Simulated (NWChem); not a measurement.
Molecule: hydrogen fluoride (HF); SMILES F

Results from NWChem. Structure relaxed at the B3LYP/6-31G* (spherical d) level. Computed dipoles belong to the equilibrium geometry; the measured one is vibrationally averaged.

Measured dipole moment: 1.82 D (NIST CCCBDB, as tabulated in the package chemicals).

```tsv
level	dipole moment (D)	computed − measured
PBE/def2-SVP	1.81	-0.01
PBE/def2-SVPD	?	?
PBE/def2-TZVP	1.90	+0.08
PBE/def2-TZVPP	1.82	0.00
PBE/def2-QZVP	?	?
```

**Question.** Some entries are withheld; supply them.

**Answer.** 
- PBE/def2-SVPD, dipole moment (D): 1.80
- PBE/def2-SVPD, computed − measured: -0.02
- PBE/def2-QZVP, dipole moment (D): 1.81
- PBE/def2-QZVP, computed − measured: -0.01
